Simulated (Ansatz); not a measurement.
**Si₂H₆O: basis-set convergence**

How large a basis does Si₂H₆O need? Two functionals and correlated methods are run in growing sets.

Program: Ansatz 0.2.0, Gaussian basis. Level of theory: one geometry, several basis sets. These are calculated values, not measurements.

Levels to be run: PBE0-D4/def2-SVP; ωB97M-V/def2-SVP; PBE0-D4/def2-QZVPP; ωB97M-V/def2-QZVPP; CCSD(T)/cc-pV(D+d)Z; CCSD(T)/cc-pV(T+d)Z; CCSD(T)/cc-pV(Q+d)Z; the functionals' def2-TZVPP values are taken from earlier runs.

### 1 The geometry

An earlier PBE0-D4 in a triple-zeta def2 set relaxation fixed the geometry.

SMILES `O[SiH2][SiH3]`, 9 atoms, charge 0, spin multiplicity 1.

Atoms are counted from 1 here; the program's logs count them from 0.

Bond lengths: O1–Si2 1.654 Å, O1–H4 0.958 Å, Si2–Si3 2.348 Å, Si2–H5 1.493 Å, Si2–H6 1.484 Å, Si3–H7 1.489 Å, Si3–H8 1.491 Å, Si3–H9 1.488 Å. Angles: Si2–O1–H4 117.6°, O1–Si2–Si3 112.4°, O1–Si2–H5 111.3°, O1–Si2–H6 105.5°, Si3–Si2–H5 108.5°, Si3–Si2–H6 110.6°, H5–Si2–H6 108.5°, Si2–Si3–H7 110.0°, Si2–Si3–H8 110.1°, Si2–Si3–H9 111.4°, H7–Si3–H8 108.3°, H7–Si3–H9 108.8°, H8–Si3–H9 108.2°.

### 2 PBE0-D4 in def2-SVP

Contents of in.yaml:

```yaml
crystal:
  periodic: [false, false, false]
  atoms:
    - {symbol: O, position_ang: [-1.609011, 1.039912, -0.762026]}
    - {symbol: Si, position_ang: [0.004768, 0.933111, -0.415901]}
    - {symbol: Si, position_ang: [0.544166, -1.038426, 0.738615]}
    - {symbol: H, position_ang: [-1.996565, 0.341446, -1.290755]}
    - {symbol: H, position_ang: [0.830649, 0.994491, -1.657769]}
    - {symbol: H, position_ang: [0.311408, 2.125165, 0.412986]}
    - {symbol: H, position_ang: [2.012905, -1.104762, 0.974460]}
    - {symbol: H, position_ang: [0.146239, -2.228223, -0.066242]}
    - {symbol: H, position_ang: [-0.155958, -1.109114, 2.049534]}
basis:
  gaussian: {orbitals: def2-SVP}
hamiltonian: {xc: pbe0, dispersion: d4}
output: {orbitals: {seedname: orbitals}}
```

The run is started by

```sh
> ansatz run in.yaml --threads 2 --pin off --events-out ev --progress --plain --max-ram 22528MiB --backend cpu
```

Further steps of the session: ωB97M-V in def2-SVP; PBE0-D4 in def2-QZVPP; ωB97M-V in def2-QZVPP; CCSD(T) in cc-pV(D+d)Z; CCSD(T) in cc-pV(T+d)Z; CCSD(T) in cc-pV(Q+d)Z.

**Question.** What will the summary of the whole plan be? Wanted: MP2 correlation recovered, cc-pV(D+d)Z; MP2 correlation recovered, cc-pV(T+d)Z; MP2 correlation recovered, cc-pV(Q+d)Z; CCSD(T) limit from def2 sets; PBE0-D4: double and triple zeta above quadruple; ωB97M-V: double and triple zeta above quadruple.

As calculated:

| quantity | value |
| --- | --- |
| MP2 correlation recovered, cc-pV(D+d)Z | 69.9 % |
| MP2 correlation recovered, cc-pV(T+d)Z | 88.3 % |
| MP2 correlation recovered, cc-pV(Q+d)Z | 95.1 % |
| CCSD(T) limit from def2 sets (earlier runs) less the limit of this series | -42 meV |
| PBE0-D4: double and triple zeta above quadruple | 9.03, 0.67 eV |
| ωB97M-V: double and triple zeta above quadruple | 9.12, 0.63 eV |

For PBE0-D4 the step from double to triple zeta gains 8.36 eV and the next only 0.67 eV. Correlation climbs from 70 % (cc-pV(D+d)Z) to 95 % (cc-pV(Q+d)Z) of the limit; Hartree-Fock is 0.116 eV from its own by then. A limit from the def2 sets, made apart, differs by 42 meV, a least measure of the doubt on such a limit. These are total energies; as a rule much of such shifts cancels in differences, which this series doesn't test. The LUMO of ωB97M-V is positive and keeps falling with the basis (1.76 to 0.94 eV): an unbound level that the basis holds in place.
